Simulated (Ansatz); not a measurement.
**Rock-salt HfC**

These are PBE in Ansatz (plane waves, PAW) values and carry that method's errors.

Run with plane-wave cutoff 520 eV, 16×16×16 k mesh, Fermi–Dirac smearing 0.1 eV, perturbation theory, scalar-relativistic PAW data made under PBE.

Cell (relaxed at this level):

```
HfC
1.0
    0.00000     2.32557     2.32557
    2.32557     0.00000     2.32557
    2.32557     2.32557     0.00000
Hf C
1 1
Cartesian
  0.00000   0.00000   0.00000
  2.32557   2.32557   2.32557
```

```yaml
zone-centre TO phonon frequency: 429 cm⁻¹
```

Spin–orbit coupling is not included.

Ansatz is a quantum-chemistry and plane-wave program.
